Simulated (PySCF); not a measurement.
Simulated absorption spectrum

C4H10S.
Structure used (PBE0-D3(BJ)/def2-SVP), in Å, numbered top down from 1:
```xyz
15
C4H10S angstrom
C      0.751    0.828   -0.910
C      0.089    0.006    0.191
C     -0.351   -1.356   -0.335
C     -1.099    0.761    0.781
S      1.264   -0.216    1.601
H      0.041    1.002   -1.736
H      1.085    1.803   -0.527
H      1.627    0.307   -1.325
H     -0.804   -1.960    0.465
H     -1.094   -1.231   -1.141
H      0.501   -1.919   -0.747
H     -1.574    0.187    1.592
H     -0.791    1.738    1.184
H     -1.854    0.937   -0.001
H      2.208   -0.889    0.907
```

Method: TDDFT wB97X-D/def2-SVPD, vertical, gas phase, core orbitals frozen in the response in PySCF.

Each state is given a Gaussian of 0.25 eV full width at half maximum, with ε(max) = 2.175×10⁸ f / Δν̃ (Δν̃ the width in cm⁻¹). The width is an assumption, not a result. The curve ends short of the highest state used, and states not computed would add to its high-energy end.

E (eV), ε (L mol⁻¹ cm⁻¹) and a bar:
```
     5.14          0 
     5.28         23 
     5.41        170 #
     5.55        279 #
     5.68         93 
     5.81          7 
     5.95          9 
     6.08        311 #
     6.21       2409 ##########
     6.35       4085 #################
     6.48       1405 ######
     6.61        108 
     6.75          1 
     6.88          0 
     7.02          1 
     7.15         85 
     7.28       1192 #####
     7.42       3830 ################
     7.55       2539 ###########
     7.68       2469 ##########
     7.82       7230 ##############################
     7.95       5179 #####################
     8.08       2367 ##########
     8.22       5534 #######################
```

**Question.** Where are the band maxima, and which computed states make them?

**Answer.** 225 nm (5.52 eV), ε about 290, made up of S1 (100%); 196 nm (6.32 eV), ε about 4200, made up of S2 (100%); 167 nm (7.44 eV), ε about 3900, made up of S3 (100%); 158 nm (7.85 eV), ε about 7600, made up of S4 (17%) and S5 (83%) (ε in L mol⁻¹ cm⁻¹; maxima over ε = 5, shares over 10%). At its high-energy end, 8.22 eV, the curve is still rising (ε about 5500, from S6 and S7). The states used: S1 5.52 eV (f 0.0027); S2 6.32 eV (f 0.039); S3 7.44 eV (f 0.036); S4 7.81 eV (f 0.013); S5 7.86 eV (f 0.058); S6 8.15 eV (f 0.0097); S7 8.30 eV (f 0.057); S8 8.68 eV (f 0.256); S9 8.76 eV (f 0.022); S10 8.82 eV (f 0.0006).

**Question.** On this curve, what absorbance would a 10⁻⁵ mol/L sample give at 222 nm over a 1 cm path?

**Answer.** 222 nm is 5.585 eV, where ε is about 240 L mol⁻¹ cm⁻¹, so A = ε c l ≈ 0.0024 (Beer–Lambert, with the gas-phase spectrum and the assumed width).

**Question.** Coming from long wavelengths, where does ε first pass 100 L mol⁻¹ cm⁻¹?

**Answer.** At about 231 nm (5.37 eV), 0.15 eV below S1.

**Question.** What would ε be at 7.85 eV, the highest of these maxima, with half the width (0.125 eV)?

**Answer.** About 14400 L mol⁻¹ cm⁻¹ against 7560, a factor of about 1.9; a lone state at its own centre would give exactly 2.

All these states lie below the vertical ionisation energy of 9.06 eV (ΔSCF).
